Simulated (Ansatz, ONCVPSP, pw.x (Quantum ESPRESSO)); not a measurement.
pw.x on fcc Ag: one setting changed

Potential: optimised norm-conserving Vanderbilt (ONCV), ONCVPSP 4.0.1, PBEsol; core [Ar] 3d10, reference 4s2 4p6 4d10 5s1; waves: 4s+5s: rc 1.82 bohr, ncon 3, nbas 7, qcut 8.7 1/bohr, 2 projectors; 4p: rc 1.60 bohr, ncon 4, nbas 7, qcut 8.5 1/bohr, 2 projectors, debl 0.5 Ha; 4d: rc 1.70 bohr, ncon 4, nbas 9, qcut 9.5 1/bohr, 2 projectors, debl 0.9 Ha; local part: polynomial inside 1.10 bohr (lpopt 5, dvloc0 0 Ha); core correction: Teter function fitted to the true core (icmod 2), fcfact 0.65. In the p channel the program set the typed energies aside and used -2.150, 0.250 Ha.

The reference run (k-mesh 14³, cutoffs 85/340 Ry, Fermi–Dirac 0.01 Ry, mixing_beta 0.4, conv_thr 1e-9, no spin) gives -0.65 GPa at 16.727 Å³/atom, where all-electron LAPW gives -0.47 GPa. This run, with its own iteration cap, changes ecutrho/ecutwfc to 3.

```
&control
  calculation='scf', prefix='x', pseudo_dir='./', outdir='./tmp', tstress=.true., disk_io='none'
/
&system
  ibrav=0, nat=1, ntyp=1, ecutwfc=85, ecutrho=255, nbnd=18,
  occupations='smearing', smearing='fd', degauss=0.01
/
&electrons
  conv_thr=1e-09, mixing_beta=0.4, electron_maxstep=70
/
ATOMIC_SPECIES
Ag 1.0 Ag.UPF
CELL_PARAMETERS angstrom
  0.00000000 2.02984412 2.02984412
  2.02984412 0.00000000 2.02984412
  2.02984412 2.02984412 0.00000000
ATOMIC_POSITIONS crystal
Ag 0.0000 0.0000 0.0000
K_POINTS automatic
14 14 14 0 0 0
```

```bash
pw.x < Ag.scf.in > Ag.scf.out
```

Question: How does the run end?

Answer: It converges in 11 iterations; the free energy moves by +0.4 meV/atom and the pressure by +0.05 GPa. Below 4 the density is truncated and F is no longer variational, so a small shift in one case is no licence.

```
Message from routine set_cutoff:
     ecutrho < 4*ecutwfc, are you sure?
     Message from routine setup:
     using ibrav=0 with symmetry is DISCOURAGED, use correct ibrav instead
     lattice parameter (alat)  =       5.4247  a.u.
     unit-cell volume          =     112.8794 (a.u.)^3
     number of electrons       =        19.00
     number of Kohn-Sham states=           18
     kinetic-energy cutoff     =      85.0000  Ry
     charge density cutoff     =     255.0000  Ry
     scf convergence threshold =      1.0E-09
     Exchange-correlation= PBESOL
     number of k points=   104  Fermi-Dirac smearing, width (Ry)=  0.0100
     iteration #  1     ecut=    85.00 Ry     beta= 0.40
     total energy              =    -333.67102553 Ry
     estimated scf accuracy    <       0.07443857 Ry
     iteration #  2     ecut=    85.00 Ry     beta= 0.40
     total energy              =    -333.68701641 Ry
     estimated scf accuracy    <       0.00282324 Ry
     iteration #  3     ecut=    85.00 Ry     beta= 0.40
     total energy              =    -333.68704775 Ry
     estimated scf accuracy    <       0.00068765 Ry
     [... 5 iterations left out ...]
     iteration #  9     ecut=    85.00 Ry     beta= 0.40
     total energy              =    -333.68711183 Ry
     estimated scf accuracy    <          7.8E-09 Ry
     iteration # 10     ecut=    85.00 Ry     beta= 0.40
     total energy              =    -333.68711183 Ry
     estimated scf accuracy    <          5.6E-09 Ry
     iteration # 11     ecut=    85.00 Ry     beta= 0.40
     the Fermi energy is    17.5502 ev
!    total energy              =    -333.68711183 Ry
     estimated scf accuracy    <          8.2E-10 Ry
     smearing contrib. (-TS)   =      -0.00121272 Ry
     The total energy is F=E-TS. E is the sum of the following terms:
     one-electron contribution =    -119.02793953 Ry
     hartree contribution      =      70.87385338 Ry
     xc contribution           =     -69.78622323 Ry
     ewald contribution        =    -215.74558973 Ry
     convergence has been achieved in  11 iterations
          total   stress  (Ry/bohr**3)                   (kbar)     P=       -6.06
     Message from routine punch:
     Nothing written, as per user request (disk_io='none')
```

The run took about 24 s on one core of a shared host (Intel(R) Xeon(R) 6975P-C, 192 threads, 1512 GiB, load 77).
